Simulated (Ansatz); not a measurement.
**InH$_{2}$⁺, singlet: the ladder up to full CI**

Geometry: a point of a bend scan, not a stationary point.

```yaml
atoms:
  - { symbol: In, position_ang: [-0.0136, 0.0000, 0.0000] }
  - { symbol: H, position_ang: [0.7759, 0.0000, -1.4663] }
  - { symbol: H, position_ang: [0.7759, 0.0000, 1.4663] }
```

Basis def2-TZVPP with its core potentials; Ansatz 0.2.0. Correlated methods freeze the noble-gas cores and the filled d shells of p-block atoms, which leaves 4 electrons in 69 orbitals. R marks a restricted (for open shells ROHF) determinant. Active spaces: valence = (4e, 6o) chosen from the atoms' valence shells. No spin–orbit coupling is included; scalar relativity enters through the core potentials alone.

Full CI is exact within this basis and frozen core; it isn't the basis-set limit.

The UHF ⟨S²⟩ is 0.000 and the T1 diagnostic (RCCSD) is 0.0133. The largest doubles amplitude (RCCSD) is 0.061.

**Question.** From what is known of these methods and the diagnostics, rank them by the size of their error in total energy against full CI in def2-TZVPP, smallest first (an estimate: the text doesn't fix the numbers).
A. NEVPT2 (valence space)
B. MRCISD (valence space)
C. RCCSD
D. RCCSDT
E. RMP2

**Answer.** D (0.02 kcal/mol), B (0.39 kcal/mol), C (0.69 kcal/mol), A (3.55 kcal/mol), E (11.09 kcal/mol).

All errors are against full CI in def2-TZVPP. Below it: MRCISD (valence space). Within each family the higher level lies nearer, as is usual though not guaranteed.

The full-CI state has the irrep A1 of C2v, in the program's axes.

Natural occupations of full CI about the gap: 1.952 1.928 0.055 0.020 0.011 0.010 0.006 0.004 0.004 0.003; effectively unpaired electrons, Σ n²(2−n)², 0.04.
